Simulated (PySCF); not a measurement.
# B: ionisation energy

B [He] 2s2 2p1 (2P) → B⁺ [He] 2s2 (1S), as a difference of total energies. Calculation: PySCF 2.14, in x2c-TZVPall (5s3p2d1f, 31 functions); the spin-free X2C one-electron Hamiltonian (Gaussian nucleus). Correlated levels: valence: 1s2 frozen. The calculations carry no spin-orbit coupling.

| method | ionisation energy (eV) |
| --- | --- |
| UHF | 8.038 |
| BP86 | 8.741 |
| LDA | 8.636 |
| MP2 (valence) | 8.258 |
| SCS-MP2 (valence) | 8.228 |
| CCSD (valence) | 8.169 |
| CCSD(T) (valence) | 8.205 |

Task: How much does correlation contribute at CCSD(T) (valence)?

Result: 8.205 − (8.038) = 0.167 eV, measured against UHF.

Errors of the correlated levels include the incompleteness of this basis and the frozen core.

The coupled-cluster amplitudes are large for B⁺ (T1 above 0.03 or a double amplitude above 0.15), so a single reference is strained.

For comparison: 8.297 eV (measured; NIST levels, between the centres of gravity of the two terms).
